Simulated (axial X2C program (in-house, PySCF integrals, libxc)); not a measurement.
# Estimating the spin–orbit splitting of the π levels of MgCl⁺

Calculated with an in-house all-electron X2C program for linear molecules (integrals from PySCF). Spin-free means the one-electron spin-free X2C Hamiltonian; two-component (2c) means X2C with spin–orbit coupling and atomic mean-field two-electron Coulomb and Gaunt terms, so the difference of the two also holds small scalar two-electron terms. Basis: Cl dyall-av3z [9s8p3d2f], Mg dyall-cv3z [9s8p6d3f] (cores contracted in-house); Gaussian nuclei, density fitting, unrestricted open shells. Masses: Cl 34.969 u, Mg 23.985 u.

Hartree–Fock at 2.108 Å, closed shell. Valence p splittings ε(p3/2) − ε(p1/2) of spherical Dirac–Hartree–Fock atoms with fractionally filled p shells: Cl 3p 0.140 eV.

```
filled π level (eV), spin-free  Mg p share  Cl p share
                        -16.93        0.04        0.88
```

Task: In first order a p shell splits by 3ζ/2 and a π orbital by ζ. Estimate the splitting of each π level from the shares.

Result: level -16.93 eV: (2/3) × (0.88 × 0.140) = 0.08 eV.

The two-component Hartree–Fock calculation gives:

```tsv
ε(ω = 1/2) (eV)	σ share of it	ε(ω = 3/2) (eV)	splitting (eV)	estimate (eV)
-16.973	0.00	-16.886	0.09	0.08
```

The estimate leaves out the mixing of π1/2 with σ1/2 levels, which pushes the ω = 1/2 spinor up or down, the d and f parts of the orbital, small shares of the strongly split outer-core p shell of a metal, the Gaunt term (absent from the atomic values), and the change of the atomic p orbitals with charge; Löwdin shares depend on the basis.
